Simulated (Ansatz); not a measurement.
# CHSi (quartet): wave-function methods side by side at distance Si1–C2 = 5.162 Å, 6-31G

Aim: climb from Hartree-Fock through coupled cluster and multireference methods for CHSi (quartet) at one geometry and basis, and see what each rung misses.

Program: Ansatz 0.2.0, Gaussian basis. Level of theory: 6-31G, core rule «outside noble gas», up to 6 orbitals frozen. These are calculated values, not measurements.

To be run: UHF; CCSD(T) on ROHF; CCSD(T) on UHF; BCCD(T) on ROHF; CISD; CCSDT(Q) on ROHF; CCSDT(Q) on UHF; CASSCF and MRCISD+Q, 5 electrons in 5 orbitals; CASSCF and NEVPT2, 5 electrons in 5 orbitals; CASSCF and MRCISD+Q, 9 electrons in 9 orbitals; CASSCF and NEVPT2, 9 electrons in 9 orbitals; Full CI.

4 further runs of the same task are left out: 4 that didn't finish.

**1. The system**

The geometry derives from a PBE0/def2-TZVP stationary point (not a proven minimum). One bond is set to the value named and the two fragments are kept rigid.

3 atoms, charge 0, spin multiplicity 4.

Atoms are counted from 1 here; the program's logs count them from 0.

Bond lengths: C2–H3 1.096 Å.

**2. UHF**

Input file in.yaml:

```yaml
crystal:
  periodic: [false, false, false]
  atoms:
    - {symbol: Si, position_ang: [0.000000, 0.045646, 3.700404]}
    - {symbol: C, position_ang: [0.000000, -0.389609, -1.443213]}
    - {symbol: H, position_ang: [0.000000, 0.343963, -2.257190]}
basis:
  gaussian: {orbitals: 6-31G}
magnetization: {spin_polarized: true, initial_magnetization: 3}
hamiltonian: {xc: hf}
output: {orbitals: {seedname: orbitals}}
```

Run with:

```
ansatz run in.yaml --threads 1 --pin off --events-out ev --progress --plain --max-ram 2560MiB --backend cpu
```

Further steps of the session: CCSD(T) on ROHF; CCSD(T) on UHF; BCCD(T) on ROHF; CISD; CCSDT(Q) on ROHF; CCSDT(Q) on UHF; CASSCF and MRCISD+Q, 5 electrons in 5 orbitals; CASSCF and NEVPT2, 5 electrons in 5 orbitals; CASSCF and MRCISD+Q, 9 electrons in 9 orbitals; CASSCF and NEVPT2, 9 electrons in 9 orbitals; Full CI.

**Question.** What will the summary of the whole plan be? Wanted: FCI below the RHF energy; RMP2 from FCI; UMP2 from FCI; RCCSD from FCI; RCCSD(T) from FCI; UCCSD(T) from FCI; RCCSDT(Q) from FCI; UCCSDT(Q) from FCI; MRCISD+Q pair from FCI.

As calculated:

| quantity | value |
| --- | --- |
| FCI below the RHF energy | -2.4287 eV |
| RMP2 from FCI | +18.52 kcal/mol |
| UMP2 from FCI | +19.33 kcal/mol |
| RCCSD from FCI | +0.77 kcal/mol |
| RCCSD(T) from FCI | +0.23 kcal/mol |
| UCCSD(T) from FCI | +0.31 kcal/mol |
| RCCSDT(Q) from FCI | +0.01 kcal/mol |
| UCCSDT(Q) from FCI | +0.01 kcal/mol |
| MRCISD+Q pair from FCI | -0.39 kcal/mol |
| NEVPT2 valence from FCI | +7.76 kcal/mol |
| MRCISD+Q valence from FCI | 0.00 kcal/mol |
| levels within 1 kcal/mol (43 meV) | RCCSD, UCCSD, RCCSD(T), UCCSD(T), BCCD(T), RCCSDT, UCCSDT, RCCSDT(Q), UCCSDT(Q), MRCISD+Q pair, MRCISD valence, MRCISD+Q valence |
| T1 diagnostic | 0.009 |
| effectively unpaired electrons | 3.06 |

**Reading.** RCCSD(T) lands +0.23 kcal/mol from the yardstick (0.4 % of the correlation energy). MRCISD+Q pair falls below full CI: the +Q correction isn't variational, and the cores differ from full CI's. One determinant dominates. Of the multireference levels listed MRCISD+Q valence comes nearest in total energy (0.00 kcal/mol), which doesn't show that its space is the better one. These misses are within one basis, not against nature; the frozen cores of restricted and unrestricted runs differ, which can shift their rows.
